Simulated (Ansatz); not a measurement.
Molecule: OF (charge 0, doublet). SMILES: F[O]
Structure (B3LYP-D3(BJ)/def2-TZVP (Ansatz, a quantum-chemistry and plane-wave program) minimum search):
```xyz
2

O      0.0000     0.0000    -0.7142
F      0.0000     0.0000     0.6348
```
Charge 0, spin multiplicity 2.

Give the harmonic wavenumbers at B3LYP-D3(BJ)/def2-TZVP (Ansatz, finite differences of forces, unscaled).

1116 cm⁻¹. Zero-point energy 1.6 kcal/mol.

From these and the geometry, give the ideal-gas thermochemistry at 298.15 K and 1 atm (rigid rotor, harmonic oscillator).

Point group C∞v, rotational symmetry number 1. Rotational constants 31.98, 31.98 GHz. S(trans) 36.59, S(rot) 12.46, S(vib) 0.06, S(elec, spin only) 1.38, S 50.5 cal/(mol K). H(298) - H(0) 2.09 kcal/mol; G - E(el) -11.4 kcal/mol.
